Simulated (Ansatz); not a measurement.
Changing the shape of CO, singlet

Program: Ansatz, Gaussian basis, development build. Basis cc-pVDZ, nonrelativistic, 2 orbitals frozen in the corrections; active space CAS(10,8). Restricted Hartree–Fock, then the lowest state-specific CASSCF solution met for each case. On stretched bonds single-reference methods can fail or change state. Solutions in different active orbitals can move differences by tenths of an eV and at times more than 1 eV.

Case A: bond length 1.0378 Å.

Case B: bond length 1.2183 Å.

Case C: bond length 1.1281 Å.

Energy less that of case A, in eV:

```csv
case,RHF/ROHF,CASSCF
B,+0.230,-0.533
C,-0.437,-0.811
```

What does SC-NEVPT2 give for these differences?

B: -0.625 eV (-14.4 kcal/mol); C: -0.856 eV (-19.7 kcal/mol).

Which case is lowest, and do the methods agree?

C is lowest in SC-NEVPT2. Of the methods shown, RHF/ROHF, CASSCF agree.
